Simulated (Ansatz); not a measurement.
Calculated with Ansatz (gas phase, PBE0-D4/def2-TZVP geometries, no zero-point term in ΔE). CCSD(T)/CBS adds triple-zeta CCSD(T) − MP2 to the extrapolated MP2 energy (def2 sets, frozen cores). This one scheme is used for every species, atoms too. Functionals use def2-TZVPP. B3LYP here is the variant with VWN-RPA as its local correlation; programs differ in this. No spin–orbit coupling; open shells (•) take unrestricted orbitals. Spin–orbit coupling would lower the free atoms: a little for C, F, O. Each species was taken in one conformer, which may not be the lowest.

Reaction (atomization): `C=COC(C)F` → 4 C• + F• + 7 H• + O•

CCSD(T)/CBS gives +5297.0 kJ/mol.

Another level gave +5265.0 kJ/mol. Which?
A. PBE-D4/def2-TZVPP
B. LC-ωPBE/def2-TZVPP
C. B3LYP/def2-TZVPP
D. CCSD(T)/def2-TZVPP

C. B3LYP 5265.0, LC-ωPBE 5305.2, CCSD(T)/def2-TZVPP 5169.6, PBE-D4 5455.5 kJ/mol.

Largest T1 diagnostic among the species: 0.012.

In def2-TZVPP, CCSD(T) changes the Hartree–Fock value by +1324.0 kJ/mol (the triples alone add +84.4 kJ/mol) and MP2 by +1429.4 kJ/mol; breaking electron pairs costs correlation energy, which Hartree–Fock lacks. At CCSD(T), def2-SVP lies −221.0 kJ/mol from the extrapolated value and def2-TZVPP −127.4 kJ/mol: correlation converges slowly with the basis, and small sets miss more of it in the bonded molecule than in its fragments.

For atomizations the MP2-based limit and the directly extrapolated one differ by several kJ/mol either way, and by 10 to 25 for some Ge, Se and Sn compounds, so smaller differences from it don't rank the levels.
